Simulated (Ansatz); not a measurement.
# SiNH+ (quartet): wave-function methods side by side, def2-TZVPP

One table from this session's results is given with a row withheld; the runs are named, their logs left out.

Method: def2-TZVPP, core rule «outside noble gas», up to 6 orbitals frozen; program: Ansatz 0.2.0, Gaussian basis.

To be run: UHF; ROHF; CCSD(T) on UHF.

2 further runs of the same task are left out: 2 set aside as unsound or not needed.

## What is computed

The geometry is a PBE0/def2-TZVP stationary point (not a proven minimum) of the parent state, kept for this charge and spin.

3 atoms, charge 1, spin multiplicity 4.

Atoms are counted from 1 here; the program's logs count them from 0.

Bond lengths: Si1–N2 1.651 Å, Si1–H3 1.520 Å. Angles: N2–Si1–H3 110.7°.

Coordinates:

```xyz
3
HNSi
Si    0.0000   -0.0965    0.5162
N     0.0000    0.1035   -1.1229
H     0.0000    1.2496    1.2221
```

The first run:

in.yaml

```yaml
crystal:
  periodic: [false, false, false]
  atoms:
    - {symbol: Si, position_ang: [0.000000, -0.096456, 0.516159]}
    - {symbol: N, position_ang: [0.000000, 0.103488, -1.122923]}
    - {symbol: H, position_ang: [0.000000, 1.249554, 1.222147]}
basis:
  gaussian: {orbitals: def2-TZVPP}
total_charge: 1
magnetization: {spin_polarized: true, initial_magnetization: 3}
hamiltonian: {xc: hf}
output: {orbitals: {seedname: orbitals}}
```

Run with:

```bash
ansatz run in.yaml --threads 1 --pin off --events-out ev --progress --plain --max-ram 4096MiB --backend cpu
```

Among the steps run: UHF; ROHF; CCSD(T) on UHF.

One of the session's tables, all rows but one given; the rest of the session is left out.

| method | from UCCSD(T) (meV) |
| --- | --- |
| ROHF | +6404.0 |
| UHF | ? |
| UMP2 | +1080.4 |
| UCCSD | +216.3 |
| UCCSD(T) | 0 |

Q: Estimate the row for UHF from the others.

As computed: from UCCSD(T) (meV): +6194.3. In the column «from UCCSD(T) (meV)» it lies between UMP2 (+1080.4) and ROHF (+6404.0).
